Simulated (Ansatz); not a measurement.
**ReBr2: from a trial structure to a relaxed crystal**

All numbers below come from DFT PBE, scalar-relativistic, plane waves, PAW (Ansatz). Cutoff 420 eV, Γ-centred k mesh, Gaussian smearing, no spin polarisation in the final step.

The start puts ReBr2 on the fluorite structure type (Fm-3m, No. 225), with Re in place of Ca, Br in place of F, at a guessed volume.

```yaml
crystal:
  lattice:
    - [0.00000, 3.30360, 3.30360]
    - [3.30360, 0.00000, 3.30360]
    - [3.30360, 3.30360, 0.00000]
  atoms:
    - { symbol: Re, position: [0.00000, 0.00000, 0.00000] }
    - { symbol: Br, position: [0.25000, 0.25000, 0.25000] }
    - { symbol: Br, position: [0.75000, 0.75000, 0.75000] }
```

Steps on the 4×4×4 mesh (3 atoms). 4 of 4 steps are shown, and the free energy counts from the last. Trial steps that were taken back and renewals of the plane-wave basis can be among the rows.

```json
{"step": "1", "ΔF (meV/atom)": "107.6", "V (Å³/atom)": "24.04", "P (GPa)": "-9.35"}
{"step": "2", "ΔF (meV/atom)": "-0.5", "V (Å³/atom)": "20.69", "P (GPa)": "0.69"}
{"step": "3", "ΔF (meV/atom)": "-0.7", "V (Å³/atom)": "20.89", "P (GPa)": "-0.23"}
{"step": "4", "ΔF (meV/atom)": "0.0", "V (Å³/atom)": "20.89", "P (GPa)": "-0.23"}
```

A final relaxation ran on a 12×12×12 mesh. The relaxed crystal, Fm-3m (No. 225):

```cif
data_structure
_symmetry_space_group_name_H-M 'Fm-3m'
_symmetry_Int_Tables_number 225
_cell_length_a 6.2930
_cell_length_b 6.2930
_cell_length_c 6.2930
_cell_angle_alpha 90.000
_cell_angle_beta 90.000
_cell_angle_gamma 90.000
_cell_volume 249.22
loop_
_atom_site_label
_atom_site_type_symbol
_atom_site_symmetry_multiplicity
_atom_site_Wyckoff_symbol
_atom_site_fract_x
_atom_site_fract_y
_atom_site_fract_z
_atom_site_occupancy
Re1 Re 4 a 0.00000 0.00000 0.00000 1
Br1 Br 8 c 0.25000 0.75000 0.75000 1
```

- Volume per atom: 20.77 Å³
- Density: 9.22 g/cm³
- Energy over the elements: 0.92 eV/atom
- Gap on the 12×12×12 mesh: 0 eV (a metal)

The zero of energy is the elements' standard structures at the same level; no fitted shifts are applied.

The final run used a 12×12×12 mesh on its 3-atom cell and 0.10 eV smearing. For metals, differences of a few meV/atom aren't resolved. Spin–orbit coupling is left out.

Symmetry constrained the relaxation, so the result can be a saddle point.

Cost: 4 runs of about 0.92 core-minutes in all, on Arm Neoverse V1 (shared hosts).